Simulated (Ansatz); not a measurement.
For solid CO2 (dry ice), LDA (plane waves, PAW; Ansatz, an electronic-structure program) gives:

| Item | Value |
|---|---|
| equilibrium lattice constant a | 5.284 Å |
| bulk modulus B0 | 16.2 GPa |
| band gap at the measured cell | 6.64 eV |
| high-frequency dielectric constant | 2.22 |
| elastic constant C11 | 22.7 GPa |
| elastic constant C44 | 7.2 GPa |
| polycrystal shear modulus | 6.1 GPa |
| formation enthalpy | -1.451 eV/atom |

What does r²SCAN (PAW; Ansatz) give for the same quantities?


- lattice constant a: 5.580 Å (rises by 5.6 %)
- bulk modulus: 8.3 GPa (drops by 49 %)
- band gap at the measured cell: 7.57 eV (rises by 0.93 eV)
- high-frequency dielectric constant: 1.94 (decreases by 13 %)
- elastic constant C11: 12.4 GPa (falls by 45 %)
- elastic constant C44: 4.8 GPa (decreases by 33 %)
- Voigt–Reuss–Hill shear modulus: 4.1 GPa (falls by 33 %)
- formation enthalpy: -1.365 eV/atom (moves by +0.086 eV/atom)

For comparison: lattice constant a 5.56 Å (measured, 5 K, not corrected to a static lattice; as tabulated in Tran et al. (2019), arXiv:1903.00284).

Changes are worked out from the printed values.

Unless a cell is named, each level is at its own relaxed cell (LDA 12.30, r²SCAN 14.46 Å³/atom).

Density-functional gaps are differences of (generalised) Kohn–Sham levels.

Caveats: the cell comes from a level without a dispersion term, which matters for the spacing of layers, chains or molecules (LDA, r²SCAN). Ansatz's density-functional and Hartree–Fock values are scalar-relativistic unless marked +SOC, with PAW data made under PBE.
